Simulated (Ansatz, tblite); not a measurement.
# The cluster CdCl₂+: isomers from a random search

An exercise on one series of results from a longer session: the logs are not shown, and one member is left open.

Program: Ansatz 0.2.0, Gaussian basis. Level of theory: relaxed with r2SCAN-D4/def2-TZVP, doublet. These are calculated values, not measurements.

6 further runs of the same task are left out: 6 set aside as unsound or not needed. Runs told in other sessions of the task aren't counted.

**Where the work starts**

3 atoms, charge 1, spin multiplicity 2.

Atoms are counted from 1 here; the program's logs count them from 0.

Bond lengths: Cd1–Cl2 2.571 Å, Cl2–Cl3 1.982 Å. Angles: Cd1–Cl2–Cl3 140.3°.

Geometry (Å):

```xyz
3

Cd   -2.2201    0.3897    0.1878
Cl    0.3383    0.4259   -0.0624
Cl    1.8817   -0.8156   -0.1253
```

Cd takes a core potential in the def2 sets. No spin-orbit coupling is included. The ion is computed in the gas phase, without counter-ions or solvent.

A search from random starts with GFN1-xTB found 4 distinct shapes; 2 go on here. The structure above is candidate A, which lies 0.00 eV above the lowest at that level; B lies 0.25 eV above the lowest at that level.

Set-up of the first run:

Contents of in.yaml:

```yaml
crystal:
  periodic: [false, false, false]
  atoms:
    - {symbol: Cd, position_ang: [-2.220050, 0.389680, 0.187750]}
    - {symbol: Cl, position_ang: [0.338310, 0.425880, -0.062450]}
    - {symbol: Cl, position_ang: [1.881740, -0.815560, -0.125300]}
basis:
  gaussian: {orbitals: def2-TZVP}
total_charge: 1
magnetization: {spin_polarized: true, initial_magnetization: 1}
hamiltonian: {xc: r2scan, dispersion: d4}
scf: {lower_state_search: "off"}
output: {orbitals: {seedname: orbitals}}
relax: {f_tol: 0.02, max_steps: 100}
```

On the command line:

```console
ansatz run in.yaml --threads 4 --pin off --events-out ev --progress --plain --max-ram 3916MiB
```

Steps of the session up to this table: Relaxing candidate A; Relaxing candidate B; Candidate A, PBE0-D4/def2-TZVP; Candidate A, PBE-D4/def2-TZVP; Candidate A, r2SCAN-D4/def2-TZVP; Candidate A, revPBE-D4/def2-TZVP; Candidate A, HSE06-D4/def2-TZVP; Candidate A, CCSD(T)/def2-TZVPP.

One table of the session follows, with a row left open; its other results are not shown here.

It belongs to the step «A against B». 

| method | A above B (kcal/mol) |
| --- | --- |
| GFN1-xTB | -4.78 |
| GFN2-xTB | ? |
| HF/def2-TZVPP | 10.09 |
| PBE-D4/def2-TZVP | 16.34 |
| revPBE-D4/def2-TZVP | 14.19 |
| r2SCAN-D4/def2-TZVP | 19.52 |
| PBE0-D4/def2-TZVP | 10.06 |
| HSE06-D4/def2-TZVP | 10.78 |
| MP2/def2-TZVPP | -0.16 |
| CCSD/def2-TZVPP | 2.46 |
| CCSD(T)/def2-TZVPP | 2.59 |

**Question.** Estimate the row for GFN2-xTB.

As computed: A above B (kcal/mol): 7.33. In the column «A above B (kcal/mol)» it lies between CCSD(T)/def2-TZVPP (2.59) and PBE0-D4/def2-TZVP (10.06).

To keep in mind: The search was small, so a lower isomer may exist. Only doublets are compared; another spin may lie lower and prefer another shape.
